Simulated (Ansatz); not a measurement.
A relaxation, step by step

C₂H₃N, singlet, PBE0-D4/def2-TZVP (Ansatz 0.2.0). Settings:

```yaml
hamiltonian: {xc: pbe0, dispersion: d4}
relax: {f_tol: 0.005, max_steps: 200}
```

Start, a step off a saddle point along its unstable mode:

```xyz
6
angstrom
C -0.3420 0.1573 0.2238
C 0.3926 0.0361 -1.0493
N 1.4007 -0.7009 -0.7521
H -0.3365 1.2082 0.4779
H -1.3123 -0.2963 0.0748
H 0.1975 -0.4045 1.0249
```

```json
{"step": "1", "energy less the last (meV)": "2817.9", "largest force component (eV/Å)": "8.565"}
{"step": "2", "energy less the last (meV)": "1566.5", "largest force component (eV/Å)": "3.413"}
{"step": "3", "energy less the last (meV)": "728.2", "largest force component (eV/Å)": "3.099"}
{"step": "4", "energy less the last (meV)": "169.7", "largest force component (eV/Å)": "1.412"}
{"step": "5", "energy less the last (meV)": "2.6", "largest force component (eV/Å)": "0.333"}
{"step": "6", "energy less the last (meV)": "0.4", "largest force component (eV/Å)": "0.161"}
{"step": "7", "energy less the last (meV)": "0.0", "largest force component (eV/Å)": "0.017"}
{"step": "8", "energy less the last (meV)": "0.0", "largest force component (eV/Å)": "0.001"}
```

Step 3, positions (Å) and forces (eV/Å):

```
atom       x       y       z      Fx      Fy      Fz
  C1  -0.376   0.167   0.282   0.319   0.249  -1.640
  C2   0.576  -0.125  -0.906  -0.098  -0.789   3.099
  N3   1.559  -0.708  -1.105  -0.531   0.681  -1.222
  H4  -0.459   1.234   0.505   0.185  -0.102  -0.164
  H5  -1.388  -0.209   0.113   0.202  -0.067  -0.157
  H6   0.088  -0.358   1.112  -0.077   0.029   0.084
```

Step 5, positions (Å) and forces (eV/Å):

| atom | x | y | z | Fx | Fy | Fz |
| --- | --- | --- | --- | --- | --- | --- |
| C1 | -0.342 | 0.133 | 0.323 | 0.233 | -0.103 | -0.188 |
| C2 | 0.675 | -0.261 | -0.646 | -0.333 | 0.131 | 0.315 |
| N3 | 1.479 | -0.575 | -1.403 | 0.088 | -0.031 | -0.096 |
| H4 | -0.386 | 1.217 | 0.409 | 0.036 | 0.100 | -0.030 |
| H5 | -1.320 | -0.231 | 0.017 | -0.062 | -0.053 | -0.069 |
| H6 | -0.105 | -0.284 | 1.300 | 0.039 | -0.044 | 0.067 |

Step 6, positions (Å) and forces (eV/Å):

```tsv
atom	x	y	z	Fx	Fy	Fz
C1	-0.340	0.131	0.326	0.012	0.007	-0.049
C2	0.668	-0.258	-0.639	0.161	-0.079	-0.103
N3	1.471	-0.569	-1.402	-0.117	0.049	0.098
H4	-0.377	1.219	0.402	-0.032	0.007	0.023
H5	-1.316	-0.237	0.008	-0.025	0.016	0.024
H6	-0.105	-0.286	1.305	-0.001	-0.001	0.007
```

Last step (8):

```tsv
atom	x (Å)	y (Å)	z (Å)
C1	-0.3395	0.1315	0.3235
C2	0.6707	-0.2598	-0.6390
N3	1.4716	-0.5700	-1.4022
H4	-0.3800	1.2188	0.4036
H5	-1.3181	-0.2352	0.0101
H6	-0.1046	-0.2854	1.3040
```

Hardware: 2 CPU threads of an Arm Neoverse V1, shared host. Wall time about 10 s.
